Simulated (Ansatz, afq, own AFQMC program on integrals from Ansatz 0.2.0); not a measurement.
# TiH, quartet in def2-TZVP, levels against full CI

```yaml
atoms:
  - { symbol: Ti, position_ang: [0.0000, 0.0000, 0.0000] }
  - { symbol: H, position_ang: [0.0000, 0.0000, 3.2320] }
```

Basis def2-TZVP. Noble-gas cores (and the filled d shells of Ga–Kr and In–Xe) are frozen. AFQMC by an in-house program on the Cholesky factors that Ansatz 0.2.0 writes for its CCSD(T) run. The CISD trial takes its coefficients from CCSD amplitudes. Released means that phaseless walkers are propagated on without the constraint, phases kept. Uncertainties: one standard error, sampling alone. The metal's outer-core s and p shells are frozen, which shifts wave-function levels against functionals.

Determinant: UHF, the one that the program's search chose, which needn't be the lowest solution. The geometry is a point of a scan.

Full CI on the same integrals is exact in this basis and with this determinant's frozen core.

Cautions: no relativity below Rb; outer-core shells of the metal frozen; lower spins were not checked; raised T1 diagnostic (T1 0.047, weight of the determinant 0.89, largest double 0.09); unrestricted determinant spin contaminated (⟨S²⟩ 3.90 against 3.75); the released energies have errors that jump between times, so the bars are unsure, so no released level is given (meV from the phaseless value at times in 1/Eh: -3.9 ± 0.8 at 0.60, -8.7 ± 1.3 at 1.20, -67 ± 56 at 2.00, -5 ± 5 at 3.00, -34 ± 27 at 4.20); CCSDTQ on the ROHF determinant differs (67 meV higher), by its state or its frozen core.

The T1 diagnostic is 0.0475, the weight of the determinant in the CISD state is 0.894 and the ⟨S²⟩ of the determinant is 3.896. The size of the correlated space is 5 electrons in 42 orbitals.

```json
{"level": "MP2", "correlation energy (eV)": "-0.8593"}
{"level": "CCSD", "correlation energy (eV)": "-1.3208"}
{"level": "CCSD(T)", "correlation energy (eV)": "-1.3582"}
```

Question: Estimate where full CI lies against CCSD(T) on the same integrals.

Answer: 2.5 kJ/mol below CCSD(T).

Reference: full CI, correlation energy -1.384 eV.

```tsv
level	E − E(reference) (kJ/mol)	share of correlation (%)
CCSD(T)	2.5	98.12
CCSDT	0.2	99.84
CCSDT(Q)	0.1	99.94
CCSDTQ	0.0	100.00
ph-AFQMC/CISD	2.0 ± 0.08	98.52
```

CCSDT and higher add their correlation energy to the determinant of the CCSD(T) run, since their own runs factorise the integrals more tightly (a shift of under 2 meV).
